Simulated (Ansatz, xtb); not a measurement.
Molecule: C$_{4}$H$_{5}$, charge -1, multiplicity 1. It need not be the lowest isomer of its formula. Whether it binds its extra electron was not tested at this geometry. SMILES: C=[C-]C=C
Geometry from a B3LYP-D3(BJ)/def2-TZVP (Ansatz, a quantum-chemistry and plane-wave program) optimisation:
```xyz
9

C      0.7880     1.5478     0.2122
C      0.2890     0.6043    -0.5865
C     -0.6203    -0.4167    -0.2422
C     -0.4150    -1.6356     0.3427
H      1.5131     2.2909    -0.1331
H      0.5205     1.6517     1.2796
H     -1.6443    -0.2303    -0.5874
H      0.5710    -1.9412     0.6766
H     -1.2104    -2.3704     0.4074
```
Charge -1, spin multiplicity 1.

Harmonic wavenumbers from GFN2-xTB (xtb, at its own minimum), cm⁻¹: 156, 260, 410, 501, 601, 687, 815, 916, 951, 1052, 1085, 1284, 1418, 1495, 1574, 1775, 2545, 2814, 2839, 2968, 3018.

**Question.** Give the harmonic wavenumbers at B3LYP-D3(BJ)/def2-TZVP (Ansatz, finite differences of forces, unscaled).

**Answer.** 139, 288, 449, 598, 696, 739, 849, 905, 955, 1082, 1091, 1274, 1395, 1472, 1547, 1667, 2869, 3002, 3005, 3103, 3174 cm⁻¹. Zero-point energy 43.3 kcal/mol.

**Question.** From these and the geometry, give the ideal-gas thermochemistry at 298.15 K and 1 atm (rigid rotor, harmonic oscillator).

**Answer.** Point group C1, rotational symmetry number 1. Rotational constants 31.43, 4.831, 4.494 GHz. S(trans) 37.83, S(rot) 23.67, S(vib) 6.76, S(elec, spin only) 0.00, S 68.3 cal/(mol K). H(298) - H(0) 3.61 kcal/mol; G - E(el) 26.6 kcal/mol.
